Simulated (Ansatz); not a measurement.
AlClO, SMILES `[O]=[Al][Cl]`. Total charge 0; spin multiplicity 1. All single points use the PBE0-D4/def2-TZVP geometry.

```xyz
3

O    -0.753    1.049    1.178
Al   -0.067    0.093    0.105
Cl    0.820   -1.142   -1.283
```

(1) What is the dipole moment at PBE/def2-TZVPP? (Best estimate.)

(2) And with r2SCAN, B3LYP, ωB97M-V? (Best estimate.)

(3) Give the Mulliken charges with PBE, ωB97M-V, r2SCAN in def2-TZVPP. (Best estimate.)

## Answers

(1) Ansatz gave: 3.62 D, with components (1.56, -2.17, -2.44) D in this frame, pointing from negative to positive charge.

(2) Ansatz gave: r2SCAN 3.82 D, B3LYP 3.94 D, ωB97M-V 4.10 D.

(3) The calculation gave: 
```csv
atom,PBE,ωB97M-V,r2SCAN
O1,-0.44,-0.53,-0.52
Al2,0.55,0.65,0.67
Cl3,-0.11,-0.12,-0.14
```

B3LYP here is the variant with VWN-RPA as its local correlation; programs differ in this.
